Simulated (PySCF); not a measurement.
**Dipole moment and polarisability of `C[SiH3]`**

Compound: CH₆Si.
Cartesian coordinates in Å at the PBE0-D3(BJ)/def2-TZVP level; atoms count from 1:
```xyz
8
CH6Si angstrom
C     -0.9462   -0.0770    0.2414
Si     0.8602    0.0645   -0.2253
H     -1.1649    0.5031    1.1402
H     -1.2167   -1.1174    0.4335
H     -1.5810    0.2955   -0.5656
H      1.1905    1.4570   -0.6329
H      1.1779   -0.8400   -1.3634
H      1.7344   -0.3052    0.9206
```

Level: CAM-B3LYP/aug-cc-pVTZ (PySCF), static field, nuclei fixed, core orbitals frozen in the response. The polarisability tensor in these axes (au):

```
x   47.28  0.48 -1.58
y    0.48 41.12 -0.13
z   -1.58 -0.13 41.49
```

Question: Give the principal values, the mean and the anisotropy Δα = √{½[(α1 − α2)² + (α2 − α3)² + (α1 − α3)²]}.

Answer: Principal values 41.08, 41.09 and 47.72 au; mean 43.30 au = 6.42 Å³ = 7.14 × 10⁻⁴⁰ C²·m²/J; Δα = 6.64 au (15 % of the mean).

Question: What is the dipole moment, and where does it point?

Answer: (-0.74, -0.06, 0.20) D, 0.77 D in size, pointing from the negative to the positive side. Measured along this direction, the outermost atoms are H7, H6 and H8 at the negative end and H3, H4 and H5 at the positive end.

Question: What molar refraction does this α imply?

Answer: Lorentz–Lorenz: R = (4π/3)N_A α = 2.5225 cm³/(mol·Å³) × 6.42 Å³ = 16.2 cm³/mol, in the limit of long wavelengths.

Question: How large is μ²/3kT at 350 K beside α?

Answer: In Gaussian units μ²/3kT = 4.10 Å³ against 6.42 Å³, a ratio of 0.64; the Debye molar polarisation (4π/3)N_A(α + μ²/3kT) is 26.5 cm³/mol, leaving out the vibrational part.

Question: What would n − 1 = 2πNα be for an ideal gas of these molecules at 273.15 K and 1 atm, electronic part alone?

Answer: N = p/kT = 2.6868 × 10¹⁹ cm⁻³, so n − 1 = 2π × N × 6.42 × 10⁻²⁴ cm³ = 1083 × 10⁻⁶ at long wavelengths, for an ideal gas.

Isolated species at its PBE0-D3(BJ)/def2-TZVP geometry, gas phase.
